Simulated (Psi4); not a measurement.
**CHClF2 (difluorochloromethane): BP86/aug-cc-pVDZ (sweep point 7)**

Aim: the vertical ionisation energy of CHClF2 (difluorochloromethane) at BP86/aug-cc-pVDZ (sweep point 7), from 2 runs. 

The calculation is run with Psi4 1.11.

4 further runs of the same task are left out: 4 set aside as unsound or not needed.

## 1. The molecule

CHClF2: 5 atoms, total charge 0, spin state singlet. As SMILES, `FC(F)Cl`. The shape is that of a PBE0-D4/def2-TZVP optimisation.

Bond lengths: F1–C2 1.334 Å, C2–F3 1.334 Å, C2–Cl4 1.763 Å, C2–H5 1.090 Å. Angles: F1–C2–F3 108.3°, F1–C2–Cl4 109.7°, F3–C2–Cl4 109.7°, F1–C2–H5 110.0°, F3–C2–H5 110.0°, Cl4–C2–H5 109.0°.

## 2. The energy at BP86/aug-cc-pVDZ (sweep point 7)

The input, calc.py:

```python
import psi4

psi4.set_memory(1600000000)
psi4.set_num_threads(1)
psi4.set_output_file('chclf2.out', False)

geom = psi4.geometry("""
0 1
F      0.038900    -0.568100     1.222300
C      0.109400     0.023600     0.028300
F      0.844200    -0.745900    -0.776900
Cl    -1.511000     0.208900    -0.640800
H      0.568600     1.007800     0.125800
symmetry c1
""")

psi4.set_options({
    'puream': True,
    'scf_type': 'pk',
    'dft_radial_points': 150,
    'dft_spherical_points': 974,
})

e_tot, wfn = psi4.energy("bp86/aug-cc-pVDZ", return_wfn=True)
print(f'bp86/aug-cc-pVDZ energy: {e_tot:.10f} Eh')
```

Started as:

```sh
python calc.py
```

chclf2.out:

```text
[...]
  Running in c1 symmetry.
[...]
  Nuclear repulsion =  168.406744960820134
[...]
  Multiplicity = 1
[...]
  Nalpha       = 21
  Nbeta        = 21
[...]
    Number of basis functions: 105
[...]
   @RKS iter   1:  -698.58864950735494   -3.30542e-02   4.08286e-03 ADIIS/DIIS
[...]
   @RKS iter   8:  -698.66774327585654   -4.93104e-08   6.77000e-07 DIIS
[...]
    Orbital Energies [Eh]
    ---------------------
    Doubly Occupied:
       1A   -100.764288     2A    -24.358200     3A    -24.358162
       4A    -10.139077     5A     -9.213527     6A     -7.037881
       7A     -7.026523     8A     -7.026380     9A     -1.212129
      10A     -1.149573    11A     -0.814830    12A     -0.647563
      13A     -0.543578    14A     -0.541011    15A     -0.503331
      16A     -0.406103    17A     -0.402680    18A     -0.384325
      19A     -0.341961    20A     -0.304122    21A     -0.303611
[...]
  @RKS Final Energy:  -698.66774327585654
   => Energetics <=
    Nuclear Repulsion Energy =            168.4067449608201343
    One-Electron Energy =               -1300.0458038234908145
    Two-Electron Energy =                 487.9443555701661239
    DFT Exchange-Correlation Energy =     -54.9730399833520593
    Empirical Dispersion Energy =           0.0000000000000000
    VV10 Nonlocal Energy =                  0.0000000000000000
    Total Energy =                       -698.6677432758565374
[...]
 Multipole Moments:
 ------------------------------------------------------------------------------------
     Multipole            Electronic (a.u.)      Nuclear  (a.u.)        Total (a.u.)
 ------------------------------------------------------------------------------------
 L = 1.  Multiply by 2.5417464519 to convert [e a0] to [Debye]
 Dipole X            :         -0.1145791            0.3419783            0.2273991
 Dipole Y            :         -1.1591794            1.6382840            0.4791046
 Dipole Z            :          0.0567571           -0.0079884            0.0487687
 Magnitude           :                                                    0.5325692
[...]
```

On the terminal:

```text
bp86/aug-cc-pVDZ energy: -698.6677432759 Eh
```

Run time: 19 s. Hardware: 1 thread of AMD EPYC 9R45 (Zen 5), shared host; peak memory 0.79 GiB.

## 3. The doublet cation

The input, run.py:

```python
import psi4

psi4.set_memory(1600000000)
psi4.set_num_threads(1)
psi4.set_output_file('output.dat', False)

molecule = psi4.geometry("""
1 2
F      0.038900    -0.568100     1.222300
C      0.109400     0.023600     0.028300
F      0.844200    -0.745900    -0.776900
Cl    -1.511000     0.208900    -0.640800
H      0.568600     1.007800     0.125800
symmetry c1
""")

psi4.set_options({
    'reference': 'uks',
    'puream': True,
    'scf_type': 'pk',
    'dft_radial_points': 150,
    'dft_spherical_points': 974,
    'maxiter': 150,
})

e = psi4.energy('bp86/aug-cc-pVDZ', molecule=molecule)
print(f'bp86/aug-cc-pVDZ energy: {e:.10f} Eh')
for k, v in sorted(psi4.core.scalar_variables().items()):
    print(f'{k:45s} {v:18.10f}')
```

Started as:

```sh
python run.py
```

output.dat:

```text
[...]
  Running in c1 symmetry.
[...]
  Nuclear repulsion =  168.406744960820134
[...]
  Multiplicity = 2
[...]
  Nalpha       = 21
  Nbeta        = 20
[...]
    Number of basis functions: 105
[...]
   @UKS iter   1:  -698.10631746654246    4.49278e-01   4.34437e-03 DIIS/ADIIS
[...]
   @UKS iter  16:  -698.21750602570864   -8.22115e-09   3.27810e-07 DIIS
[...]
   @S^2 Observed:                7.517022595E-01
[...]
    Orbital Energies [Eh]
    ---------------------
    Alpha Occupied:
       1A   -101.119615     2A    -24.620093     3A    -24.620064
       4A    -10.419058     5A     -9.564250     6A     -7.391646
       7A     -7.382746     8A     -7.372344     9A     -1.470159
      10A     -1.405683    11A     -1.139010    12A     -0.925088
      13A     -0.812459    14A     -0.794732    15A     -0.785558
      16A     -0.668267    17A     -0.662689    18A     -0.637855
      19A     -0.634889    20A     -0.615583    21A     -0.601114
    Alpha Virtual:
      22A     -0.315965    23A     -0.216374    24A     -0.200796
      25A     -0.181677    26A     -0.150095    27A     -0.107336
[...]
  @UKS Final Energy:  -698.21750602570864
   => Energetics <=
    Nuclear Repulsion Energy =            168.4067449608201343
    One-Electron Energy =               -1287.8519810949060229
    Two-Electron Energy =                 475.8225311988421140
    DFT Exchange-Correlation Energy =     -54.5948010904648768
    Empirical Dispersion Energy =           0.0000000000000000
    VV10 Nonlocal Energy =                  0.0000000000000000
    Total Energy =                       -698.2175060257086443
[...]
 Multipole Moments:
 ------------------------------------------------------------------------------------
     Multipole            Electronic (a.u.)      Nuclear  (a.u.)        Total (a.u.)
 ------------------------------------------------------------------------------------
 L = 1.  Multiply by 2.5417464519 to convert [e a0] to [Debye]
 Dipole X            :         -0.7276201            0.3419783           -0.3856419
 Dipole Y            :         -0.6873340            1.6382840            0.9509500
 Dipole Z            :         -0.2320674           -0.0079884           -0.2400558
 Magnitude           :                                                    1.0538749
[...]
```

On the terminal:

```text
bp86/aug-cc-pVDZ energy: -698.2175060257 Eh
CURRENT ENERGY                                   -698.2175060257
CURRENT REFERENCE ENERGY                         -698.2175060257
DD SOLVATION ENERGY                                 0.0000000000
DFT FUNCTIONAL TOTAL ENERGY                      -698.2175060257
DFT TOTAL ENERGY                                 -698.2175060257
DFT VV10 ENERGY                                     0.0000000000
DFT XC ENERGY                                     -54.5948010905
GRID ELECTRONS ALPHA                               20.9999999780
GRID ELECTRONS BETA                                19.9999999789
GRID ELECTRONS TOTAL                               40.9999999569
NUCLEAR REPULSION ENERGY                          168.4067449608
ONE-ELECTRON ENERGY                             -1287.8519810949
PCM POLARIZATION ENERGY                             0.0000000000
PE ENERGY                                           0.0000000000
SCF ITERATION ENERGY                             -698.2175060257
SCF ITERATIONS                                     16.0000000000
SCF TOTAL ENERGY                                 -698.2175060257
TWO-ELECTRON ENERGY                               475.8225311988
XC GRID RADIAL POINTS                             150.0000000000
XC GRID SPHERICAL POINTS                          974.0000000000
XC GRID TOTAL POINTS                           703092.0000000000
```

It took 47 s on 1 thread of AMD EPYC 9R45 (Zen 5), shared host; peak memory 0.79 GiB.

## 4. Outcome

At BP86/aug-cc-pVDZ (sweep point 7):

```
                                          quantity          value
                      singlet CHClF2: total energy  -698.66774 Eh
                     singlet CHClF2: dipole moment         1.35 D
                       singlet CHClF2: HOMO energy       -8.26 eV
                       singlet CHClF2: LUMO energy       -0.94 eV
                     singlet CHClF2: HOMO–LUMO gap        7.32 eV
                      doublet cation: total energy  -698.21751 Eh
doublet cation: HOMO energy (highest over α and β)      -16.12 eV
 doublet cation: LUMO energy (lowest over α and β)      -16.08 eV
                              doublet cation: ⟨S²⟩          0.752
vertical ionisation energy (to the doublet cation)      12.252 eV
```

**Reading.** Removing an electron at fixed nuclei costs 12.25 eV (1182 kJ/mol). The negative HOMO energy of the first species, 8.26 eV, lies 3.99 eV below that difference.
